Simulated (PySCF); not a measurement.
Deuteron quadrupole couplings in `C1=C[C@@H]2C[C@@H]2C1`

Species: C6H8.
Z-matrix (Å and degrees, PBE0-D3(BJ)/def2-SVP geometry), rows numbered from 1:
```
C 
C   1  1.3398
C   2  1.4882  1  111.52
C   3  1.5082  2  114.82  1    62.61
C   4  1.4976  3   60.57  2   -93.28
C   1  1.5073  2  111.98  3     3.20
H   1  1.0928  2  125.04  3  -175.87
H   2  1.0926  1  125.19  3   177.75
H   3  1.0939  2  120.50  1  -143.75
H   4  1.0948  3  117.50  5   109.49
H   4  1.0935  3  117.55  5  -106.87
H   5  1.0928  3  120.40  4   106.52
H   6  1.1046  1  112.20  2  -126.32
H   6  1.1049  1  111.10  2   115.02
```

Level: PBE0/pcSseg-1 (PySCF, non-relativistic); Q(2H) = 0.00286 b; rigid geometry, the same for H and D, with no vibrational averaging.

Question: Rank these positions by the coupling χzz of a deuteron there, largest first.
A. H13 (methylene hydrogen)
B. H8 (vinylic hydrogen)
C. H10 (methylene hydrogen)

Answer: B (208 kHz), C (203 kHz), A (192 kHz).

Question: What are Vzz, η and χzz (234.96 MHz × Q × Vzz) at all hydrogens?

Answer: 
| atom | bonded to | bond length (Å) | Vzz (au) | η | χzz (kHz) |
| --- | --- | --- | --- | --- | --- |
| H7 | C1 | 1.093 | 0.3088 | 0.06 | 207 |
| H8 | C2 | 1.093 | 0.3089 | 0.05 | 208 |
| H9 | C3 | 1.094 | 0.3060 | 0.09 | 206 |
| H10 | C4 | 1.095 | 0.3023 | 0.07 | 203 |
| H11 | C4 | 1.094 | 0.3064 | 0.08 | 206 |
| H12 | C5 | 1.093 | 0.3074 | 0.09 | 207 |
| H13 | C6 | 1.105 | 0.2852 | 0.01 | 192 |
| H14 | C6 | 1.105 | 0.2841 | 0.03 | 191 |

Geometry: PBE0-D3(BJ)/def2-SVP; no solvent, vibrations or thermal averaging. The small basis limits the accuracy of the gradients.

These values come from a run that also computed NMR shieldings. Hardware: one thread of an Arm Neoverse V2, shared host. Cost: 11 s.
